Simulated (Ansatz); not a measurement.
# H6NOSi+: functionals against CCSD(T) at one geometry

The atoms stand at a frame of a short trajectory. How far do the functionals agree with CCSD(T) there?

Computed with Ansatz 0.2.0, Gaussian basis. Level: single points in def2-TZVPP.

Cores are frozen in the correlated methods.

### Step 1. The system as given

SMILES `[NH3+][SiH2]O`, 9 atoms, charge 1, spin multiplicity 1.

Atoms are counted from 1 here; the program's logs count them from 0.

Bond lengths: N1–Si2 1.860 Å, N1–H4 1.020 Å, N1–H5 1.016 Å, N1–H6 1.019 Å, Si2–O3 1.657 Å, Si2–H7 1.436 Å, Si2–H8 1.499 Å, O3–H9 1.004 Å. Angles: Si2–N1–H4 114.1°, Si2–N1–H5 116.4°, Si2–N1–H6 107.7°, H4–N1–H5 107.8°, H4–N1–H6 101.4°, H5–N1–H6 108.3°, N1–Si2–O3 93.0°, N1–Si2–H7 102.7°, N1–Si2–H8 107.5°, O3–Si2–H7 118.9°, O3–Si2–H8 119.9°, H7–Si2–H8 110.7°, Si2–O3–H9 125.0°.

As a file:

```csv
atom,x (Å),y (Å),z (Å)
N1,-0.6621,0.6208,-0.6425
Si2,0.7047,-0.4521,0.0204
O3,0.0314,-0.5245,1.5329
H4,-1.5747,0.1667,-0.6637
H5,-0.5037,1.0429,-1.5528
H6,-0.8245,1.3666,0.0326
H7,1.8704,0.3616,-0.1830
H8,0.7641,-1.6844,-0.8305
H9,0.5238,-0.7779,2.3701
```

### Step 2. PBE-D4/def2-TZVPP

Input file run/in.yaml:

```yaml
crystal:
  periodic: [false, false, false]
  atoms:
    - {symbol: N, position_ang: [-0.662113, 0.620759, -0.642471]}
    - {symbol: Si, position_ang: [0.704746, -0.452131, 0.020433]}
    - {symbol: O, position_ang: [0.031410, -0.524497, 1.532949]}
    - {symbol: H, position_ang: [-1.574696, 0.166747, -0.663709]}
    - {symbol: H, position_ang: [-0.503731, 1.042897, -1.552790]}
    - {symbol: H, position_ang: [-0.824501, 1.366649, 0.032623]}
    - {symbol: H, position_ang: [1.870418, 0.361577, -0.182966]}
    - {symbol: H, position_ang: [0.764100, -1.684445, -0.830477]}
    - {symbol: H, position_ang: [0.523835, -0.777929, 2.370120]}
basis:
  gaussian: {orbitals: def2-TZVPP}
total_charge: 1
hamiltonian: {xc: pbe, dispersion: d4}
output: {forces: true}
```

Started as:

```
$ ansatz run in.yaml --threads 2 --pin off --events-out ev --progress --plain --max-ram 3481MiB
```

### Step 3. r2SCAN-D4/def2-TZVPP

Edit run/in.yaml of step 2 so:

```diff
@@ -15,3 +15,3 @@
 total_charge: 1
-hamiltonian: {xc: pbe, dispersion: d4}
+hamiltonian: {xc: r2scan, dispersion: d4}
 output: {forces: true}
```

### Step 4. PBE0-D4/def2-TZVPP

Edit run/in.yaml of step 3 so:

```diff
@@ -15,3 +15,3 @@
 total_charge: 1
-hamiltonian: {xc: r2scan, dispersion: d4}
-output: {forces: true}
+hamiltonian: {xc: pbe0, dispersion: d4}
+output: {forces: true, orbitals: {seedname: orbitals}}
```

### Step 5. wB97M-V/def2-TZVPP

Edit run/in.yaml of step 4 so:

```diff
@@ -15,3 +15,3 @@
 total_charge: 1
-hamiltonian: {xc: pbe0, dispersion: d4}
-output: {forces: true, orbitals: {seedname: orbitals}}
+hamiltonian: {xc: {name: wB97M-V}}
+output: {forces: true}
```

### Step 6. CCSD(T)/def2-TZVPP

Edit run/in.yaml of step 5 so:

```diff
@@ -15,3 +15,3 @@
 total_charge: 1
-hamiltonian: {xc: {name: wB97M-V}}
+correlation: {method: ccsd_t}
 output: {forces: true}
```

(Steps that only read results are left out.)

What does the calculation give? Wanted: energy less free atoms, CCSD(T)/def2-TZVPP; RMS force component; RMS force error; HOMO and LUMO, PBE0-D4; T1 diagnostic.

**Answer**, as computed:

```
                                  quantity                                                             value
energy less free atoms, CCSD(T)/def2-TZVPP                                                   -543.7 kcal/mol
                       RMS force component                              0.557 to 0.655 eV/Å over the methods
                           RMS force error  PBE-D4 0.188, r2SCAN-D4 0.060, PBE0-D4 0.079, wB97M-V 0.034 eV/Å
                    HOMO and LUMO, PBE0-D4                                               -14.21 and -5.36 eV
                             T1 diagnostic                                                             0.010
```

What this shows: Against CCSD(T) the functionals' energies less atoms differ by -21.2 to -7.5 kcal/mol, PBE-D4 by -19.8 kcal/mol. A larger basis would deepen the CCSD(T) value, while the functionals are nearly converged already, so the order here is not reliable. For forces wB97M-V does best and PBE-D4 worst. Frozen-core CCSD(T) forces in triple zeta carry basis errors of their own, and this is one geometry, so small gaps rank nothing.
